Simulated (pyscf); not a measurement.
## Four-centre exchange: H₂N–SiH(NH₂)–NH₂ + H₂O → H₂N–Si(NH₂)(NH₂)–OH + H₂

Gas phase, singlet surface, charge 0. Bonds broken: Si2–H7, O12–H13. Bonds formed: Si2–O12, H7–H13. Single points on ωB97X-D3(BJ)/def2-SVP structures (PySCF, gas phase).

Transition state (Å):

```xyz
14

N     -0.1953    -0.5310     0.8582
Si    -0.9241    -0.0649    -0.6264
N     -1.3669    -1.5983    -1.3813
N     -2.3957     0.7875    -0.9131
H     -0.2886    -1.4745     1.2148
H      0.2089     0.1238     1.5150
H     -0.1997     1.5711    -0.3303
H     -2.2245    -2.0424    -1.0654
H     -0.6398    -2.3044    -1.4538
H     -3.2306     0.3053    -1.2259
H     -2.5812     1.6935    -0.5029
O      0.3896     0.2907    -1.9349
H      0.3127     1.2203    -1.3076
H     -0.0308     0.3794    -2.8040
```

One imaginary mode, 1084i cm⁻¹; descent along it reached the two sides named, in the forms told below.

```tsv
bond	change	reactant side (Å)	saddle	product side
Si2–H7	breaks	1.492	1.813	4.5
O12–H13	breaks	0.964	1.124	2.427
Si2–O12	forms	3.4	1.888	1.679
H7–H13	forms	2.562	1.158	0.762
```

Electronic energies relative to the separated reactants (kcal/mol):

```json
[
 {"level": "ωB97X-D3(BJ)/def2-TZVP", "barrier": "29.1", "reaction energy": "-24.5", "reverse barrier": "53.6"},
 {"level": "PBE/def2-TZVP", "barrier": "25.5", "reaction energy": "-22.2", "reverse barrier": "47.8"},
 {"level": "r²SCAN/def2-TZVP", "barrier": "25.7", "reaction energy": "-25.7", "reverse barrier": "51.5"},
 {"level": "B3LYP-D3(BJ)/def2-TZVP", "barrier": "29.8", "reaction energy": "-24.3", "reverse barrier": "54.1"},
 {"level": "PBE0-D3(BJ)/def2-TZVP", "barrier": "26.8", "reaction energy": "-23.0", "reverse barrier": "49.8"},
 {"level": "M06-2X/def2-TZVP", "barrier": "28.8", "reaction energy": "-27.3", "reverse barrier": "56.1"},
 {"level": "ωB97M-D3(BJ)/def2-TZVP", "barrier": "28.3", "reaction energy": "-24.3", "reverse barrier": "52.6"},
 {"level": "HF/def2-TZVP", "barrier": "48.0", "reaction energy": "-22.8", "reverse barrier": "70.8"}
]
```

With ωB97M-D3(BJ)/def2-TZVP energies and thermal terms (ideal gas, 1 atm, RRHO with modes under 100 cm⁻¹ raised to 100, one conformer, R ln 2 for rigid chiral ones), in kcal/mol:

```
T (K)   ΔH‡   ΔG‡     ΔH     ΔG
-----  ----  ----  -----  -----
298    26.7  37.7  -27.2  -25.3
600    26.7  48.9  -26.0  -23.8
900    27.4  59.8  -25.0  -23.0
1200   28.2  70.5  -24.3  -22.4
```

On the reactant side the descent ends in a complex (not fully relaxed), 4.3 kcal/mol under the separated species and 33.4 kcal/mol under the saddle at ωB97X-D3(BJ)/def2-TZVP. One saddle was located; it need not be the lowest between these sides.
